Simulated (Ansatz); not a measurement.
For tetradymite Bi2Te3, rVV10 (plane waves, PAW; Ansatz, a first-principles code) gives:

```
Quantity                       Result
---------------------  --------------
lattice parameter a           4.491 Å
c axis length                31.051 Å
bulk modulus                 32.8 GPa
cohesive energy          3.17 eV/atom
enthalpy of formation  -0.229 eV/atom
```

Question: What does r²SCAN in Ansatz (PAW) give for the same quantities?

Answer: 
- lattice constant a: 4.419 Å (decreases by 1.6 %)
- lattice parameter c: 32.307 Å (goes up by 4.0 %)
- bulk modulus: 16.4 GPa (drops by 50 %)
- cohesive energy: 2.55 eV/atom (falls by 0.62 eV/atom)
- formation enthalpy: -0.272 eV/atom (moves by -0.043 eV/atom)

For comparison: lattice constant a 4.386 Å (measured, temperature not stated, no zero-point or thermal correction; as tabulated in Luo et al. (2012), arXiv:1308.1523); lattice parameter c 30.497 Å (measured, temperature not stated, no zero-point or thermal correction; as tabulated in Luo et al. (2012), arXiv:1308.1523); bulk modulus 37 GPa (measured, temperature not stated, not corrected to a static lattice, our sources range from 32.5 to 39.5; as tabulated in Toher et al. (2017), arXiv:1611.05714); formation enthalpy -0.163 ± 0.004 eV/atom (measured, 298 K, copied from a table, unchecked, no zero-point or thermal correction; as tabulated in Wang et al. (2021), doi:10.1038/s41598-021-94550-5).

Changes are worked out from the printed values.

Unless a cell is named, each level is at its own relaxed cell (rVV10 36.16, r²SCAN 36.42 Å³/atom).

Levels without +SOC leave out spin–orbit coupling, which shifts energies and cells of such heavy elements.

Caveats: for a layered or molecular solid the relaxed cell lies over 5 % above the published volume, where the minimum can be shallow (r²SCAN); the cell comes from a level without a dispersion term, which matters for the spacing of layers, chains or molecules (r²SCAN). Ansatz's density-functional and Hartree–Fock values are scalar-relativistic unless marked +SOC, with PAW data made under PBE.
